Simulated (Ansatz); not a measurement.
# CH5B + SiH4: a complex and its separated parts

Aim: how far the complex at one end of a reaction step lies below its separated, relaxed parts, level by level.

The runs use Ansatz 0.2.0, Gaussian basis; PBE0-D4/def2-TZVP structures, single points in def2-TZVPP, no counterpoise correction.

Levels: SPW92, PBE-D4, BLYP-D4, r2SCAN-D4, B97M-V, PBE0-D4, B3LYP-D4, r2SCAN0-D4, BHLYP-D4, CAM-B3LYP-D4, wB97X-V, wB97M-V, B2PLYP, PBE-QIDH, RPA on PBE, Hartree-Fock, MP2, CCSD, CCSD(T).

Cores are frozen in the correlated methods. B3LYP uses VWN-RPA correlation. B2PLYP carries no dispersion term here.

94 further runs of the same task are left out: 94 set aside as unsound or not needed.

### 1 Starting geometry

The complex: 12 atoms, charge 0, spin multiplicity 1.

Atoms are counted from 1 here; the program's logs count them from 0.

Bond lengths: B1–C2 1.593 Å, B1–H3 1.235 Å, B1–H4 1.202 Å, B1–H5 1.308 Å, B1–Si6 2.176 Å, C2–H7 1.093 Å, C2–H8 1.094 Å, C2–H9 1.094 Å, H5–Si6 1.633 Å, Si6–H10 1.478 Å, Si6–H11 1.479 Å, Si6–H12 1.495 Å. Angles: C2–B1–H3 114.2°, C2–B1–H4 121.7°, C2–B1–H5 107.7°, C2–B1–Si6 117.3°, H3–B1–H4 106.3°, H3–B1–H5 108.6°, H3–B1–Si6 61.4°, H4–B1–H5 96.5°, H4–B1–Si6 118.4°, H5–B1–Si6 48.4°, B1–C2–H7 112.1°, B1–C2–H8 109.3°, B1–C2–H9 113.8°, H7–C2–H8 106.8°, H7–C2–H9 107.5°, H8–C2–H9 106.9°, B1–H5–Si6 94.8°, B1–Si6–H5 36.8° and more.

Coordinates:

```mol
CH9BSi
  3D, bonds by distance, orders not assigned

 12 12  0  0  0  0  0  0  0  0999 V2000
    0.1542   -0.7093   -0.2768 B   0  0
   -0.4626   -1.1276    1.1313 C   0  0
    1.2526   -0.1493   -0.2021 H   0  0
    0.2338   -1.4896   -1.1873 H   0  0
   -0.6909    0.1046   -0.8540 H   0  0
    0.2723    1.4172   -0.7232 Si  0  0
   -1.4736   -1.5313    1.0338 H   0  0
    0.1517   -1.9165    1.5746 H   0  0
   -0.5033   -0.3098    1.8568 H   0  0
    1.2958    1.5297   -1.7842 H   0  0
    0.6747    1.9556    0.5945 H   0  0
   -0.9048    2.2264   -1.1635 H   0  0
  1  2  8  0
  1  3  8  0
  1  4  8  0
  1  5  8  0
  1  6  8  0
  2  7  8  0
  2  8  8  0
  2  9  8  0
  5  6  8  0
  6 10  8  0
  6 11  8  0
  6 12  8  0
M  END
```

Its parts: CH5B holds atoms 1, 2, 3, 4, 7, 8, 9; SiH4 holds atoms 5, 6, 10, 11, 12. Each part counts its atoms afresh in its own runs.

### 2 Relaxing CH5B alone

The input, relax-a/in.yaml:

```yaml
crystal:
  periodic: [false, false, false]
  atoms:
    - {symbol: B, position_ang: [0.154249, -0.709259, -0.276844]}
    - {symbol: C, position_ang: [-0.462606, -1.127620, 1.131305]}
    - {symbol: H, position_ang: [1.252585, -0.149293, -0.202079]}
    - {symbol: H, position_ang: [0.233841, -1.489622, -1.187332]}
    - {symbol: H, position_ang: [-1.473601, -1.531320, 1.033817]}
    - {symbol: H, position_ang: [0.151734, -1.916501, 1.574649]}
    - {symbol: H, position_ang: [-0.503273, -0.309824, 1.856824]}
basis:
  gaussian: {orbitals: def2-TZVP}
hamiltonian: {xc: pbe0, dispersion: d4}
relax: {f_tol: 0.005, max_steps: 200}
```

Started as:

```console
> ansatz run in.yaml --threads 4 --pin off --events-out ev --progress --plain --max-ram 9574MiB
```

Log (excerpt; [...] marks lines left out):

```text
Functional definition: PBE0
  name "PBE0"
  cite "Adamo & Barone, J. Chem. Phys. 110, 6158 (1999) doi:10.1063/1.478522"
  cite "Perdew, Burke & Ernzerhof, Phys. Rev. Lett. 77, 3865 (1996) doi:10.1103/PhysRevLett.77.3865"
  parent pbe
[...]
569 factors; their error is unknown
[...]
mean field -1791.72330857 eV, -65.8446171164 hartree, gradient 5.7e-5 eV, S^2 0.000000; 0 other end points of the search recorded, 0 dependent functions left out
[...]
reference -1791.72333622 eV, -65.8446181323 hartree; 8, 8 occupied and 84, 84 virtual orbitals, 569 factors
[...]
Total energy: -1792.37408871 eV, -65.8685328453 hartree
Atom 0 at     0.324237    -0.844291    -0.189234 Å, force    -0.000554     0.000147     0.000515 eV/Å
Atom 1 at    -0.463479    -1.122699     1.114194 Å, force    -0.001633     0.001018     0.000093 eV/Å
Atom 2 at     1.220539    -0.048528    -0.208738 Å, force    -0.000258    -0.000053    -0.000128 eV/Å
Atom 3 at     0.099714    -1.465315    -1.189664 Å, force     0.000388    -0.000167     0.000295 eV/Å
Atom 4 at    -1.463378    -1.537265     0.974058 Å, force     0.000762     0.000041    -0.000473 eV/Å
Atom 5 at     0.125541    -1.919434     1.603403 Å, force     0.000485    -0.000834     0.000068 eV/Å
Atom 6 at    -0.490244    -0.295909     1.826322 Å, force     0.000812    -0.000151    -0.000370 eV/Å
Dipole moment:    -0.060743    -0.041844     0.130564 e Å
```

Run time: 3.3 s. Hardware: 4 threads of Arm Neoverse V2, shared host.

The steps of the relaxation:

```tsv
step	energy from step 1 (eV)	largest force component (eV/Å)
1	0.0000	2.9507
2	-0.5414	0.7645
3	-0.5864	0.4021
4	-0.5962	0.3196
5	-0.6005	0.0227
6	-0.6006	0.0076
7	-0.6006	0.0016
```

Close pairs (by a distance rule), those that changed most:

```tsv
bond	before (Å)	after (Å)	change (Å)
B1–C2	1.593	1.548	-0.045
B1–H3	1.235	1.199	-0.036
C2–H6	1.094	1.105	+0.011
B1–H4	1.202	1.199	-0.003
C2–H7	1.094	1.092	-0.002
C2–H5	1.093	1.091	-0.002
```

### 3 Relaxing SiH4 alone

The input, relax-b/in.yaml:

```yaml
crystal:
  periodic: [false, false, false]
  atoms:
    - {symbol: H, position_ang: [-0.690885, 0.104561, -0.854034]}
    - {symbol: Si, position_ang: [0.272332, 1.417236, -0.723223]}
    - {symbol: H, position_ang: [1.295759, 1.529712, -1.784250]}
    - {symbol: H, position_ang: [0.674726, 1.955561, 0.594548]}
    - {symbol: H, position_ang: [-0.904760, 2.226368, -1.163479]}
basis:
  gaussian: {orbitals: def2-TZVP}
hamiltonian: {xc: pbe0, dispersion: d4}
relax: {f_tol: 0.005, max_steps: 200}
```

Started as:

```console
> ansatz run in.yaml --threads 4 --pin off --events-out ev --progress --plain --max-ram 9574MiB
```

Log (excerpt; [...] marks lines left out):

```text
[... 5 set-up lines as earlier in the session ...]
[...]
444 factors; their error is unknown
[...]
mean field -7938.57153876 eV, -291.7371230925 hartree, gradient 4.4e-5 eV, S^2 0.000000; 0 other end points of the search recorded, 0 dependent functions left out
[...]
Atom 1 at     0.129512     1.446638    -0.786033 Å, force     0.000124     0.001472    -0.001031 eV/Å
Atom 2 at     1.253185     1.466741    -1.756261 Å, force     0.000124    -0.000380    -0.000395 eV/Å
Atom 3 at     0.632944     1.813265     0.561705 Å, force     0.000067    -0.000081     0.001208 eV/Å
Atom 4 at    -0.907275     2.421422    -1.209213 Å, force    -0.000479     0.001775    -0.000324 eV/Å
Dipole moment:     0.000076    -0.000055     0.000058 e Å
```

Wall time 1.1 s (4 threads of Arm Neoverse V2, shared host).

Along the way:

```tsv
step	energy from step 1 (eV)	largest force component (eV/Å)
1	0.0000	2.5280
2	-0.4736	0.6715
3	-0.5118	0.1162
4	-0.5136	0.0028
```

Distances of close pairs at the start and the end, largest changes first:

```tsv
bond	before (Å)	after (Å)	change (Å)
H1–Si2	1.633	1.485	-0.149
Si2–H5	1.495	1.485	-0.010
Si2–H3	1.478	1.485	+0.006
Si2–H4	1.479	1.485	+0.005
```

### 4 SPW92/def2-TZVPP

The input, parta/in.yaml:

```yaml
crystal:
  periodic: [false, false, false]
  atoms:
    - {symbol: B, position_ang: [0.324237, -0.844291, -0.189234]}
    - {symbol: C, position_ang: [-0.463479, -1.122699, 1.114194]}
    - {symbol: H, position_ang: [1.220539, -0.048528, -0.208738]}
    - {symbol: H, position_ang: [0.099714, -1.465315, -1.189664]}
    - {symbol: H, position_ang: [-1.463378, -1.537265, 0.974058]}
    - {symbol: H, position_ang: [0.125541, -1.919434, 1.603403]}
    - {symbol: H, position_ang: [-0.490244, -0.295909, 1.826322]}
basis:
  gaussian: {orbitals: def2-TZVPP}
hamiltonian: {xc: lda}
```

The input, partb/in.yaml:

```yaml
crystal:
  periodic: [false, false, false]
  atoms:
    - {symbol: H, position_ang: [-0.461193, 0.085372, -0.740635]}
    - {symbol: Si, position_ang: [0.129512, 1.446638, -0.786033]}
    - {symbol: H, position_ang: [1.253185, 1.466741, -1.756261]}
    - {symbol: H, position_ang: [0.632944, 1.813265, 0.561705]}
    - {symbol: H, position_ang: [-0.907275, 2.421422, -1.209213]}
basis:
  gaussian: {orbitals: def2-TZVPP}
hamiltonian: {xc: lda}
```

Each run has its own folder and the same command.

Started as:

```console
> ansatz run in.yaml --threads 4 --pin off --events-out ev --progress --plain --max-ram 9574MiB
```

parta printed (excerpt; [...] marks lines left out):

```text
Functional definition: SPW92
  name "SPW92"
  cite "Dirac, Proc. Camb. Phil. Soc. 26, 376 (1930) doi:10.1017/S0305004100016108"
  cite "Slater, Phys. Rev. 81, 385 (1951) doi:10.1103/PhysRev.81.385"
  cite "Perdew & Wang, Phys. Rev. B 45, 13244 (1992) doi:10.1103/PhysRevB.45.13244"
[...]
644 factors; their error is unknown
[...]
mean field -1775.58472285 eV, -65.2515350301 hartree, gradient 6.3e-6 eV, S^2 0.000000; 0 other end points of the search recorded, 0 dependent functions left out
reference -1775.58475818 eV, -65.2515363284 hartree; 8, 8 occupied and 124, 124 virtual orbitals, 644 factors
Total energy: -1775.58475818 eV, -65.2515363284 hartree
```

Output in partb (excerpt; [...] marks lines left out):

```text
[... 5 set-up lines as earlier in the session ...]
[...]
524 factors; their error is unknown
[...]
mean field -7909.52599879 eV, -290.6697191861 hartree, gradient 8.3e-5 eV, S^2 0.000000; 0 other end points of the search recorded, 0 dependent functions left out
reference -7909.52603087 eV, -290.6697203653 hartree; 9, 9 occupied and 89, 89 virtual orbitals, 524 factors
Total energy: -7909.52603087 eV, -290.6697203653 hartree
```

Wall times: 0.25 s (parta), 0.2 s (partb) on 4 threads of Arm Neoverse V2, shared host.

### 5 PBE-D4/def2-TZVPP

The same edit goes into each in.yaml of step 4 (parta, partb):

```diff
-hamiltonian: {xc: lda}
+hamiltonian: {xc: pbe, dispersion: d4}
```

Each run has its own folder and the same command.

Started as:

```console
> ansatz run in.yaml --threads 4 --pin off --events-out ev --progress --plain --max-ram 9574MiB
```

parta printed (excerpt; [...] marks lines left out):

```text
Functional definition: PBE
  name "PBE"
[... 2 set-up lines as earlier in the session ...]
[...]
644 factors; their error is unknown
[...]
mean field -1791.80500167 eV, -65.8476192825 hartree, gradient 8.0e-6 eV, S^2 0.000000; 0 other end points of the search recorded, 0 dependent functions left out
reference -1791.80503968 eV, -65.8476206790 hartree; 8, 8 occupied and 124, 124 virtual orbitals, 644 factors
Total energy: -1791.86639751 eV, -65.8498755379 hartree
```

Log of partb (excerpt; [...] marks lines left out):

```text
[... 4 set-up lines as earlier in the session ...]
[...]
524 factors; their error is unknown
[...]
mean field -7938.15286262 eV, -291.7217370281 hartree, gradient 6.4e-5 eV, S^2 0.000000; 0 other end points of the search recorded, 0 dependent functions left out
reference -7938.15289692 eV, -291.7217382887 hartree; 9, 9 occupied and 89, 89 virtual orbitals, 524 factors
Total energy: -7938.19523779 eV, -291.7232942868 hartree
```

They took 0.4 s (parta), 0.25 s (partb) on 4 threads of Arm Neoverse V2, shared host.

### 6 BLYP-D4/def2-TZVPP

Each input of step 5 (parta, partb) changes in the same lines:

```diff
-hamiltonian: {xc: pbe, dispersion: d4}
+hamiltonian: {xc: {name: BLYP}, dispersion: d4}
```

The same command starts each run, in its folder.

Started as:

```console
> ansatz run in.yaml --threads 4 --pin off --events-out ev --progress --plain --max-ram 9574MiB
```

Output in parta (excerpt; [...] marks lines left out):

```text
Functional definition: BLYP
  name "BLYP"
  cite "Becke, Phys. Rev. A 38, 3098 (1988) doi:10.1103/PhysRevA.38.3098"
  cite "Lee, Yang & Parr, Phys. Rev. B 37, 785 (1988) doi:10.1103/PhysRevB.37.785"
[...]
644 factors; their error is unknown
[...]
mean field -1793.69046988 eV, -65.9169089609 hartree, gradient 8.2e-6 eV, S^2 0.000000; 0 other end points of the search recorded, 0 dependent functions left out
reference -1793.69078442 eV, -65.9169205203 hartree; 8, 8 occupied and 124, 124 virtual orbitals, 644 factors
Total energy: -1793.83378734 eV, -65.9221757807 hartree
```

partb printed (excerpt; [...] marks lines left out):

```text
[... 4 set-up lines as earlier in the session ...]
[...]
524 factors; their error is unknown
[...]
mean field -7942.32372002 eV, -291.8750132104 hartree, gradient 3.9e-5 eV, S^2 0.000000; 0 other end points of the search recorded, 0 dependent functions left out
reference -7942.32400151 eV, -291.8750235549 hartree; 9, 9 occupied and 89, 89 virtual orbitals, 524 factors
Total energy: -7942.42241663 eV, -291.8786402440 hartree
```

Times: 0.45 s (parta), 0.3 s (partb) on 4 threads of Arm Neoverse V2, shared host.

### 7 r2SCAN-D4/def2-TZVPP

Each input of step 6 (parta, partb) changes in the same lines:

```diff
-hamiltonian: {xc: {name: BLYP}, dispersion: d4}
+hamiltonian: {xc: r2scan, dispersion: d4}
```

Each run has its own folder and the same command.

Started as:

```console
> ansatz run in.yaml --threads 4 --pin off --events-out ev --progress --plain --max-ram 9574MiB
```

Log of parta (excerpt; [...] marks lines left out):

```text
Functional definition: r2SCAN
  name "r2SCAN"
  cite "Furness, Kaplan, Ning, Perdew & Sun, J. Phys. Chem. Lett. 11, 8208 (2020) doi:10.1021/acs.jpclett.0c02405"
  cite "Furness, Kaplan, Ning, Perdew & Sun, J. Phys. Chem. Lett. 11, 9248 (2020) doi:10.1021/acs.jpclett.0c03077"
  parent r2scan
[...]
644 factors; their error is unknown
[...]
mean field -1793.55963239 eV, -65.9121007721 hartree, gradient 3.8e-5 eV, S^2 0.000000; 0 other end points of the search recorded, 0 dependent functions left out
reference -1793.55964374 eV, -65.9121011891 hartree; 8, 8 occupied and 124, 124 virtual orbitals, 644 factors
Total energy: -1793.57410494 eV, -65.9126326283 hartree
```

Output in partb (excerpt; [...] marks lines left out):

```text
[... 5 set-up lines as earlier in the session ...]
[...]
524 factors; their error is unknown
[...]
mean field -7941.75742963 eV, -291.8542024224 hartree, gradient 1.9e-5 eV, S^2 0.000000; 0 other end points of the search recorded, 0 dependent functions left out
reference -7941.75744023 eV, -291.8542028118 hartree; 9, 9 occupied and 89, 89 virtual orbitals, 524 factors
Total energy: -7941.76700953 eV, -291.8545544771 hartree
```

Wall times: 0.85 s (parta), 0.65 s (partb) on 4 threads of Arm Neoverse V2, shared host.

### 8 B97M-V/def2-TZVPP

The same edit goes into each in.yaml of step 7 (parta, partb):

```diff
-hamiltonian: {xc: r2scan, dispersion: d4}
+hamiltonian: {xc: {name: B97M-V}}
```

The same command starts each run, in its folder.

Started as:

```console
> ansatz run in.yaml --threads 4 --pin off --events-out ev --progress --plain --max-ram 9574MiB
```

parta printed (excerpt; [...] marks lines left out):

```text
Functional definition: B97M-V
  name "B97M-V"
  cite "Mardirossian & Head-Gordon, J. Chem. Phys. 142, 074111 (2015) doi:10.1063/1.4907719"
  cite "Becke, J. Chem. Phys. 107, 8554 (1997) doi:10.1063/1.475007"
  cite "Vydrov & Van Voorhis, J. Chem. Phys. 133, 244103 (2010) doi:10.1063/1.3521275"
  # Of w^i u^j: cxij and so on, Table III.
[...]
  gx(w, u) = cx00 + cx01*u + cx02*u^2 + (cx10 + cx11*u)*w
[...]
  gos(w, u) = cos00 + cos01*u + cos03*u^3 + cos10*w + cos32*w^3*u^2
[...]
      + integral(e_c_pw_mod_opposite_spin*gos(b97_w_opposite, b97_u_opposite)) + vv10(b, c)
644 factors; their error is unknown
[...]
mean field -1795.20860992 eV, -65.9726995785 hartree, gradient 2.3e-5 eV, S^2 0.000000; 0 other end points of the search recorded, 0 dependent functions left out
reference -1795.20866475 eV, -65.9727015935 hartree; 8, 8 occupied and 124, 124 virtual orbitals, 644 factors
Total energy: -1795.20866475 eV, -65.9727015935 hartree
```

Output in partb (excerpt; [...] marks lines left out):

```text
[... 5 set-up lines as earlier in the session ...]
  # Of w^i u^j: cxij and so on, Table III.
[...]
  gx(w, u) = cx00 + cx01*u + cx02*u^2 + (cx10 + cx11*u)*w
[...]
  gos(w, u) = cos00 + cos01*u + cos03*u^3 + cos10*w + cos32*w^3*u^2
[...]
      + integral(e_c_pw_mod_opposite_spin*gos(b97_w_opposite, b97_u_opposite)) + vv10(b, c)
524 factors; their error is unknown
[...]
mean field -7940.58583037 eV, -291.8111469436 hartree, gradient 5.1e-5 eV, S^2 0.000000; 0 other end points of the search recorded, 0 dependent functions left out
reference -7940.58588280 eV, -291.8111488704 hartree; 9, 9 occupied and 89, 89 virtual orbitals, 524 factors
Total energy: -7940.58588280 eV, -291.8111488704 hartree
```

Wall times: 1.5 s (parta), 1 s (partb) on 4 threads of Arm Neoverse V2, shared host.

### 9 PBE0-D4/def2-TZVPP

Each input of step 8 (parta, partb) changes in the same lines:

```diff
-hamiltonian: {xc: {name: B97M-V}}
+hamiltonian: {xc: pbe0, dispersion: d4}
+output: {orbitals: {seedname: orbitals}}
```

The same command starts each run, in its folder.

Started as:

```console
> ansatz run in.yaml --threads 4 --pin off --events-out ev --progress --plain --max-ram 9574MiB
```

Output in parta (excerpt; [...] marks lines left out):

```text
[... 5 set-up lines as earlier in the session ...]
[...]
644 factors; their error is unknown
[...]
mean field -1792.36055943 eV, -65.8680356535 hartree, gradient 1.5e-5 eV, S^2 0.000000; 0 other end points of the search recorded, 0 dependent functions left out
reference -1792.36058687 eV, -65.8680366619 hartree; 8, 8 occupied and 124, 124 virtual orbitals, 644 factors
Total energy: -1792.41071942 eV, -65.8698789992 hartree
```

partb printed (excerpt; [...] marks lines left out):

```text
[... 5 set-up lines as earlier in the session ...]
[...]
527 factors; their error is unknown
[...]
mean field -7939.10185284 eV, -291.7566117752 hartree, gradient 5.6e-5 eV, S^2 0.000000; 0 other end points of the search recorded, 0 dependent functions left out
reference -7939.10187873 eV, -291.7566127268 hartree; 9, 9 occupied and 89, 89 virtual orbitals, 527 factors
Total energy: -7939.13646004 eV, -291.7578835665 hartree
```

They took 0.5 s (parta), 0.25 s (partb) on 4 threads of Arm Neoverse V2, shared host.

### 10 B3LYP-D4/def2-TZVPP

Each input of step 9 (parta, partb) changes in the same lines:

```diff
-hamiltonian: {xc: pbe0, dispersion: d4}
-output: {orbitals: {seedname: orbitals}}
+hamiltonian: {xc: {name: B3LYP}, dispersion: d4}
```

Each run has its own folder and the same command.

Started as:

```console
> ansatz run in.yaml --threads 4 --pin off --events-out ev --progress --plain --max-ram 9574MiB
```

Output in parta (excerpt; [...] marks lines left out):

```text
Functional definition: B3LYP
  name "B3LYP"
  cite "Stephens, Devlin, Chabalowski & Frisch, J. Phys. Chem. 98, 11623 (1994) doi:10.1021/j100096a001"
[... 2 set-up lines as earlier in the session ...]
  cite "Vosko, Wilk & Nusair, Can. J. Phys. 58, 1200 (1980) doi:10.1139/p80-159"
[...]
644 factors; their error is unknown
[...]
mean field -1795.29843117 eV, -65.9760004485 hartree, gradient 1.6e-5 eV, S^2 0.000000; 0 other end points of the search recorded, 0 dependent functions left out
reference -1795.29866038 eV, -65.9760088720 hartree; 8, 8 occupied and 124, 124 virtual orbitals, 644 factors
Total energy: -1795.39723729 eV, -65.9796315064 hartree
```

Log of partb (excerpt; [...] marks lines left out):

```text
[... 6 set-up lines as earlier in the session ...]
[...]
527 factors; their error is unknown
[...]
mean field -7943.47011624 eV, -291.9171424946 hartree, gradient 4.1e-5 eV, S^2 0.000000; 0 other end points of the search recorded, 0 dependent functions left out
reference -7943.47032690 eV, -291.9171502361 hartree; 9, 9 occupied and 89, 89 virtual orbitals, 527 factors
Total energy: -7943.53899249 eV, -291.9196736501 hartree
```

Times: 0.55 s (parta), 0.3 s (partb) on 4 threads of Arm Neoverse V2, shared host.

### 11 r2SCAN0-D4/def2-TZVPP

The same edit goes into each in.yaml of step 10 (parta, partb):

```diff
-hamiltonian: {xc: {name: B3LYP}, dispersion: d4}
+hamiltonian: {xc: {name: r2SCAN0}, dispersion: d4}
```

One command serves all of them, each in its own folder.

Started as:

```console
> ansatz run in.yaml --threads 4 --pin off --events-out ev --progress --plain --max-ram 9574MiB
```

Log of parta (excerpt; [...] marks lines left out):

```text
Functional definition: r2SCAN0
  name "r2SCAN0"
  cite "Bursch, Neugebauer, Ehlert & Grimme, J. Chem. Phys. 156, 134105 (2022) doi:10.1063/5.0086040"
[... 3 set-up lines as earlier in the session ...]
[...]
644 factors; their error is unknown
[...]
mean field -1793.50509617 eV, -65.9100966029 hartree, gradient 1.2e-5 eV, S^2 0.000000; 0 other end points of the search recorded, 0 dependent functions left out
reference -1793.50510513 eV, -65.9100969323 hartree; 8, 8 occupied and 124, 124 virtual orbitals, 644 factors
Total energy: -1793.52156848 eV, -65.9107019489 hartree
```

Output in partb (excerpt; [...] marks lines left out):

```text
[... 6 set-up lines as earlier in the session ...]
[...]
527 factors; their error is unknown
[...]
mean field -7941.68710843 eV, -291.8516181659 hartree, gradient 4.2e-6 eV, S^2 0.000000; 0 other end points of the search recorded, 0 dependent functions left out
reference -7941.68711689 eV, -291.8516184767 hartree; 9, 9 occupied and 89, 89 virtual orbitals, 527 factors
Total energy: -7941.69818045 eV, -291.8520250552 hartree
```

Times: 0.95 s (parta), 0.65 s (partb) on 4 threads of Arm Neoverse V2, shared host.

### 12 BHLYP-D4/def2-TZVPP

Each input of step 11 (parta, partb) changes in the same lines:

```diff
-hamiltonian: {xc: {name: r2SCAN0}, dispersion: d4}
+hamiltonian: {xc: {name: BHLYP}, dispersion: d4}
```

The same command starts each run, in its folder.

Started as:

```console
> ansatz run in.yaml --threads 4 --pin off --events-out ev --progress --plain --max-ram 9574MiB
```

Output in parta (excerpt; [...] marks lines left out):

```text
Functional definition: BHLYP
  name "BHLYP"
  cite "Becke, J. Chem. Phys. 98, 1372 (1993) doi:10.1063/1.464304"
[... 2 set-up lines as earlier in the session ...]
[...]
725 factors; their error is unknown
[...]
mean field -1793.88773233 eV, -65.9241582224 hartree, gradient 3.1e-5 eV, S^2 0.000000; 0 other end points of the search recorded, 0 dependent functions left out
reference -1793.88788448 eV, -65.9241638139 hartree; 8, 8 occupied and 124, 124 virtual orbitals, 725 factors
Total energy: -1793.95326545 eV, -65.9265665202 hartree
```

Log of partb (excerpt; [...] marks lines left out):

```text
[... 5 set-up lines as earlier in the session ...]
[...]
546 factors; their error is unknown
[...]
mean field -7942.64007394 eV, -291.8866390025 hartree, gradient 4.8e-6 eV, S^2 0.000000; 0 other end points of the search recorded, 0 dependent functions left out
reference -7942.64021655 eV, -291.8866442431 hartree; 9, 9 occupied and 89, 89 virtual orbitals, 546 factors
Total energy: -7942.68779961 eV, -291.8883928884 hartree
```

They took 0.5 s (parta), 0.3 s (partb) on 4 threads of Arm Neoverse V2, shared host.

(Part 1 of 2 ends here.)
